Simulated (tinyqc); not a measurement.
A ladder of methods, and size consistency: correlation methods against full CI in the sto-6g basis, for LiH, spin multiplicity 1. Computed by the program tinyqc with PySCF. All electrons correlated; +Q is the Davidson correction (1 - c0^2) E_corr. The last columns treat two copies 100 angstrom apart as one system. FCI is the lowest singlet.

Geometry (angstrom):

| atom | x | y | z |
|---|---|---|---|
| Li | 0.0000 | 0.0000 | 0.0000 |
| H | 0.0000 | 0.0000 | 1.6170 |

RHF energy of one = -7.951180 hartree

Correlation energies (hartree):

| method | E_corr of one | share of FCI (%) | E_corr of two at 100 angstrom | two minus twice one (mhartree) |
|---|---|---|---|---|
| MP2 | -0.013046 | 62.9440 | -0.026092 | -2.38e-05 |
| CISD | -0.020714 | 99.9364 | -0.040423 | 1.0041 |
| CISD+Q | -0.021251 | 102.5313 | -0.042304 | 0.1991 |
| CCSD | -0.020717 | 99.9510 | -0.041433 | -5.24e-05 |
| CCSD(T) | -0.020725 | 99.9900 | -0.041449 | -5.23e-05 |
| FCI | -0.020727 | 100.0000 | - | - |

What does the comparison show, and why?

MP2 recovers 63 %, CISD 99.9 % and CCSD 100.0 % of the FCI value (c0^2 = 0.974 in CISD). MP2 and coupled cluster are size consistent, so their last column vanishes but for a trace of long-range electrostatics; CISD loses 1.00 mhartree, since a double excitation on each copy is a quadruple of the pair, and the Davidson correction leaves +0.20.
